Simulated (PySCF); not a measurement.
Potential energy surface of H3, doublet: collinear H-H-H surface. Scanned: first H-H distance and second H-H distance.

Cartesian coordinates as functions of the variables (Å; names that start with a are angles):
```
H  0  0  -r1
H  0  0  0
H  0  0  r2
```

Method: unrestricted MP2 (frozen core)/3-21G run with PySCF.

Energy in kcal/mol above the lowest grid point; x is the first H-H distance (Å), y the second H-H distance (Å).

```csv
y \ x,0.63,0.69,0.75,0.81,0.87,0.92,1.02,1.14,1.21,1.34,1.56,1.74,2.15
2.15,7.1,1.3,0.0,1.8,5.6,9.8,20.0,34.1,44.1,60.5,76.1,82.4,88.0
1.86,8.6,2.7,1.3,3.0,6.7,10.9,21.0,35.3,44.5,59.1,73.6,79.6,84.9
1.49,13.4,7.1,5.3,6.6,9.9,13.7,23.1,35.7,42.7,53.2,63.9,68.3,72.4
1.37,16.1,9.6,7.4,8.4,11.3,14.8,23.4,34.5,40.3,48.8,57.1,60.5,63.4
1.20,21.4,14.1,11.3,11.3,13.4,16.0,22.5,30.1,33.8,38.7,42.5,43.2,42.6
1.11,25.0,17.2,13.7,13.0,14.3,16.2,20.9,26.3,28.6,31.4,32.6,32.0,30.3
1.03,28.9,20.4,16.1,14.7,15.0,16.0,19.0,22.1,23.3,24.3,23.7,22.7,21.1
0.96,33.1,23.8,18.7,16.3,15.7,15.9,17.0,18.2,18.5,18.2,16.6,15.4,13.7
0.88,39.0,28.7,22.4,18.9,17.0,16.1,15.2,14.4,13.7,12.3,9.8,8.2,6.3
0.79,48.3,36.6,28.8,23.7,20.3,18.2,15.2,12.3,10.8,8.3,4.9,3.1,0.9
0.74,55.4,42.7,34.1,28.1,23.9,21.1,17.0,13.1,11.2,8.2,4.3,2.3,0.0
0.69,64.5,50.9,41.4,34.5,29.4,26.1,20.8,16.1,13.8,10.3,6.0,3.8,1.3
0.63,79.2,64.5,53.9,46.0,39.9,35.9,29.5,23.7,21.0,16.9,12.1,9.7,7.1
```

Points that lie below all their neighbours on the grid: x = 2.15, y = 0.74 on the edge of the grid (0.0 kcal/mol); x = 0.75, y = 2.15 on the edge of the grid (0.0 kcal/mol). The lowest path on the grid from the first to the second passes x = 0.92, y = 0.96 at 15.9 kcal/mol.
